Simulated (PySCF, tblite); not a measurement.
Compound: methallyl cyanide, C₅H₇N.
Numbering: `[CH2:1]=[C:2]([CH3:3])[CH2:4][C:5]#[N:6]` (hydrogens: H7, H8 on C1; H9, H10, H11 on C3; H12, H13 on C4)

Computed with GFN2-xTB (tblite), gas phase: nudged elastic band of 9 images (0 to 8), spring 0.2 eV/Å², climbing image at the end, force threshold 0.05 eV/Å. The top image wasn't refined or checked by frequencies; at this threshold it can lie a kcal/mol or more above the true saddle point of the method.

Path: rotation about C2–C4 (fully substituted alkene carbon, sp3 carbon next to a nitrile), followed by the dihedral C3–C2–C4–C5.

Image 0 (start, dihedral -67°):
```
atom  x, y, z in Å
C1     -0.957    1.418    0.087
C2     -0.347    0.261   -0.103
C3     -0.998   -1.065    0.135
C4      1.089    0.190   -0.571
C5      1.922   -0.349    0.476
N6      2.564   -0.780    1.317
H7     -1.979    1.468    0.420
H8     -0.466    2.362   -0.081
H9     -2.013   -0.940    0.502
H10    -0.426   -1.636    0.866
H11    -1.029   -1.646   -0.788
H12     1.172   -0.466   -1.444
H13     1.462    1.183   -0.835
```

Image 8 (end, +0.001 eV, dihedral 66°):
```
atom  x, y, z in Å
C1     -1.084    1.105   -0.738
C2     -0.334    0.299   -0.007
C3     -0.886   -0.789    0.859
C4      1.175    0.406   -0.007
C5      1.753   -0.767   -0.617
N6      2.190   -1.706   -1.101
H7     -2.157    1.026   -0.740
H8     -0.664    1.875   -1.363
H9     -1.972   -0.791    0.836
H10    -0.556   -0.661    1.891
H11    -0.525   -1.759    0.516
H12     1.504    1.285   -0.566
H13     1.551    0.476    1.019
```

Question: What do the inner images look like?

Answer: 
Image 1: +0.010 eV, dihedral -52°
```
atom  x, y, z in Å
C1     -1.013    1.426   -0.004
C2     -0.348    0.288   -0.097
C3     -0.948   -1.047    0.216
C4      1.099    0.250   -0.535
C5      1.894   -0.493    0.410
N6      2.499   -1.095    1.171
H7     -2.044    1.451    0.301
H8     -0.562    2.378   -0.232
H9     -1.977   -0.943    0.545
H10    -0.373   -1.538    1.002
H11    -0.921   -1.692   -0.662
H12     1.183   -0.245   -1.510
H13     1.507    1.261   -0.622
```

Image 2: +0.032 eV, dihedral -36°
```
atom  x, y, z in Å
C1     -1.064    1.419   -0.106
C2     -0.349    0.307   -0.082
C3     -0.912   -1.023    0.306
C4      1.114    0.305   -0.477
C5      1.877   -0.627    0.314
N6      2.462   -1.380    0.944
H7     -2.108    1.419    0.154
H8     -0.644    2.370   -0.391
H9     -1.961   -0.937    0.577
H10    -0.361   -1.431    1.153
H11    -0.816   -1.731   -0.517
H12     1.211    0.007   -1.528
H13     1.546    1.302   -0.364
```

Image 3: +0.055 eV, dihedral -20°
```
atom  x, y, z in Å
C1     -1.103    1.398   -0.213
C2     -0.351    0.320   -0.072
C3     -0.886   -0.996    0.396
C4      1.128    0.350   -0.410
C5      1.853   -0.738    0.194
N6      2.415   -1.612    0.671
H7     -2.156    1.377    0.007
H8     -0.707    2.339   -0.556
H9     -1.948   -0.929    0.612
H10    -0.361   -1.315    1.297
H11    -0.723   -1.761   -0.362
H12     1.260    0.274   -1.496
H13     1.576    1.293   -0.085
```

Image 4 (top): +0.067 eV, dihedral -3°
```
atom  x, y, z in Å
C1     -1.131    1.363   -0.325
C2     -0.352    0.325   -0.070
C3     -0.866   -0.964    0.486
C4      1.141    0.385   -0.339
C5      1.826   -0.819    0.054
N6      2.362   -1.780    0.365
H7     -2.190    1.327   -0.139
H8     -0.749    2.286   -0.729
H9     -1.937   -0.915    0.660
H10    -0.363   -1.196    1.425
H11    -0.655   -1.781   -0.204
H12     1.323    0.545   -1.407
H13     1.587    1.226    0.203
```

Image 5: +0.059 eV, dihedral 15°
```
atom  x, y, z in Å
C1     -1.143    1.317   -0.437
C2     -0.352    0.324   -0.066
C3     -0.856   -0.929    0.576
C4      1.151    0.409   -0.262
C5      1.804   -0.865   -0.102
N6      2.316   -1.878    0.030
H7     -2.207    1.270   -0.285
H8     -0.766    2.214   -0.900
H9     -1.933   -0.892    0.710
H10    -0.380   -1.074    1.546
H11    -0.605   -1.791   -0.041
H12     1.385    0.795   -1.259
H13     1.580    1.100    0.473
```

Image 6: +0.037 eV, dihedral 32°
```
atom  x, y, z in Å
C1     -1.139    1.261   -0.541
C2     -0.348    0.320   -0.055
C3     -0.854   -0.888    0.667
C4      1.159    0.421   -0.181
C5      1.787   -0.872   -0.268
N6      2.275   -1.904   -0.330
H7     -2.208    1.205   -0.432
H8     -0.758    2.125   -1.060
H9     -1.937   -0.867    0.748
H10    -0.423   -0.943    1.666
H11    -0.558   -1.791    0.134
H12     1.434    1.004   -1.065
H13     1.566    0.930    0.701
```

Image 7: +0.012 eV, dihedral 48°
```
atom  x, y, z in Å
C1     -1.120    1.193   -0.639
C2     -0.342    0.314   -0.034
C3     -0.863   -0.842    0.760
C4      1.167    0.421   -0.096
C5      1.769   -0.843   -0.439
N6      2.234   -1.851   -0.709
H7     -2.193    1.127   -0.583
H8     -0.725    2.016   -1.212
H9     -1.950   -0.840    0.782
H10    -0.489   -0.804    1.784
H11    -0.521   -1.779    0.321
H12     1.472    1.165   -0.836
H13     1.556    0.724    0.883
```

The largest changes of bonds and angles from start to top: C2–C4 1.513 → 1.519 Å, C4–H13 1.093 → 1.095 Å, C4–C5 1.442 → 1.440 Å, C2–C4–C5 110.0 → 112.7°, H12–C4–H13 109.0 → 107.6°, C3–C2–C4 114.9 → 116.0°. GFN2-xTB torsional profiles can miss by a kcal/mol or more and can put conformers in the wrong order.

Question: What do single points at PBE0/pcSseg-1 (PySCF, no dispersion term) give on some images?

Answer: 
```csv
image,GFN2-xTB E (eV),DFT E (eV),HOMO (eV),LUMO (eV),dipole (D)
0,0.000,0.000,-7.88,-0.18,3.78
2,0.032,0.037,-7.79,-0.13,3.61
4,0.067,0.104,-7.64,-0.15,3.48
6,0.037,0.045,-7.76,-0.13,3.58
8,0.001,0.000,-7.88,-0.18,3.77
```

Energies count from image 0 at each level. At the GFN2-xTB top the DFT energy is 2.4 kcal/mol against 1.5; the geometries weren't optimised at the DFT level.

What follows is the cost of the whole band run. On one thread, Arm Neoverse V1 (aarch64), no GPU, on a shared host, this took 2.4 s and 0.19 GiB of memory at its peak.
